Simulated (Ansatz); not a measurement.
**NH₃ (SMILES N): one structure at several levels**

Aim: energy, forces and dipole at a structure displaced at random from a GFN2-xTB minimum, from CCSD(T) and from density functionals.

Program: Ansatz 0.2.0, Gaussian basis. Level of theory: single points in def2-TZVPP. These are calculated values, not measurements.

Correlated methods freeze the cores.

## Step 1: Where the work starts

SMILES `N`, 4 atoms, charge 0, spin multiplicity 1.

Atoms are counted from 1 here; the program's logs count them from 0.

Bond lengths: N1–H2 0.978 Å, N1–H3 1.118 Å, N1–H4 1.006 Å. Angles: H2–N1–H3 103.7°, H2–N1–H4 105.3°, H3–N1–H4 113.4°.

Coordinates:

```tsv
atom	x (Å)	y (Å)	z (Å)
N1	-0.05800	0.29700	0.10780
H2	0.51130	-0.22030	0.71150
H3	-0.99680	-0.30750	0.04490
H4	0.44760	0.34180	-0.76090
```

## Step 2: CCSD(T)/def2-TZVPP

run/in.yaml reads:

```yaml
crystal:
  periodic: [false, false, false]
  atoms:
    - {symbol: N, position_ang: [-0.058000, 0.297000, 0.107800]}
    - {symbol: H, position_ang: [0.511300, -0.220300, 0.711500]}
    - {symbol: H, position_ang: [-0.996800, -0.307500, 0.044900]}
    - {symbol: H, position_ang: [0.447600, 0.341800, -0.760900]}
basis:
  gaussian: {orbitals: def2-TZVPP}
correlation: {method: ccsd_t}
output: {forces: true}
```

No record of the launch command was kept for these runs.

## Step 3: PBE0-D4/def2-TZVPP

run/in.yaml: that of step 2 with these lines changed.

```diff
@@ -9,3 +9,3 @@
   gaussian: {orbitals: def2-TZVPP}
-correlation: {method: ccsd_t}
-output: {forces: true}
+hamiltonian: {xc: pbe0, dispersion: d4}
+output: {forces: true, orbitals: {seedname: orbitals}}
```

## Step 4: wB97M-V/def2-TZVPP

run/in.yaml: that of step 3 with these lines changed.

```diff
@@ -9,3 +9,3 @@
   gaussian: {orbitals: def2-TZVPP}
-hamiltonian: {xc: pbe0, dispersion: d4}
-output: {forces: true, orbitals: {seedname: orbitals}}
+hamiltonian: {xc: {name: wB97M-V}}
+output: {forces: true}
```

## Step 5: r2SCAN-D4/def2-TZVPP

run/in.yaml: that of step 4 with these lines changed.

```diff
@@ -9,3 +9,3 @@
   gaussian: {orbitals: def2-TZVPP}
-hamiltonian: {xc: {name: wB97M-V}}
+hamiltonian: {xc: r2scan, dispersion: d4}
 output: {forces: true}
```

## Step 6: PBE-D4/def2-TZVPP

run/in.yaml: that of step 5 with these lines changed.

```diff
@@ -9,3 +9,3 @@
   gaussian: {orbitals: def2-TZVPP}
-hamiltonian: {xc: r2scan, dispersion: d4}
+hamiltonian: {xc: pbe, dispersion: d4}
 output: {forces: true}
```

## Step 7: BLYP-D4/def2-TZVPP

run/in.yaml: that of step 6 with these lines changed.

```diff
@@ -9,3 +9,3 @@
   gaussian: {orbitals: def2-TZVPP}
-hamiltonian: {xc: pbe, dispersion: d4}
+hamiltonian: {xc: {name: BLYP}, dispersion: d4}
 output: {forces: true}
```

## Step 8: CAM-B3LYP-D4/def2-TZVPP

run/in.yaml: that of step 7 with these lines changed.

```diff
@@ -9,3 +9,3 @@
   gaussian: {orbitals: def2-TZVPP}
-hamiltonian: {xc: {name: BLYP}, dispersion: d4}
+hamiltonian: {xc: {name: CAM-B3LYP}, dispersion: d4}
 output: {forces: true}
```

(Steps that only read results are left out.)

What does the calculation give? Wanted: energy less free atoms, CCSD(T)/def2-TZVPP; RMS force component; RMS force error; HOMO and LUMO, PBE0-D4; T1 diagnostic.

**Answer**, as computed:

```
                                  quantity                                                                                                value
energy less free atoms, CCSD(T)/def2-TZVPP                                                                                           -12.257 eV
                       RMS force component                                                                 1.530 to 1.592 eV/Å over the methods
                           RMS force error  PBE0-D4 0.053, wB97M-V 0.058, r2SCAN-D4 0.013, PBE-D4 0.199, BLYP-D4 0.210, CAM-B3LYP-D4 0.092 eV/Å
                    HOMO and LUMO, PBE0-D4                                                                                    -7.53 and 0.89 eV
                             T1 diagnostic                                                                                                0.007
```

Against CCSD(T) the functionals' energies less atoms differ by -0.563 to -0.201 eV, PBE-D4 by -0.554 eV. The reference is not at the basis limit: in triple zeta CCSD(T) underbinds, which counts against methods that bind more; the gaps are no ranking. For forces r2SCAN-D4 does best and BLYP-D4 worst. Frozen-core CCSD(T) forces in triple zeta carry basis errors of their own, and this is one geometry, so small gaps rank nothing.
